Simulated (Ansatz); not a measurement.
## How basis sets differ on PH (SMILES [PH])

PH, triplet, SMILES `[PH]`. Each level relaxes the structure for itself.

Quantity: the equilibrium bond length, in Å. The values are calculated.

```
                             level  kind  program  value (Å)
                       UPBE/STO-3G   GGA   Ansatz      1.440
                        UPBE/3-21G   GGA   Ansatz      1.477
                        UPBE/6-31G   GGA   Ansatz      1.484
 UPBE/6-31G* (spherical functions)   GGA   Ansatz      1.448
UPBE/6-31G** (spherical functions)   GGA   Ansatz      1.447
                     UPBE/6-311G**   GGA   Ansatz      1.446
                    UPBE/6-311+G**   GGA   Ansatz      1.445
              UPBE/6-311++G(2d,2p)   GGA   Ansatz      1.439
```

The values span 1.439 to 1.484 Å. Without the sets that lack polarisation functions the rows with a basis span only 1.439 to 1.448 Å.
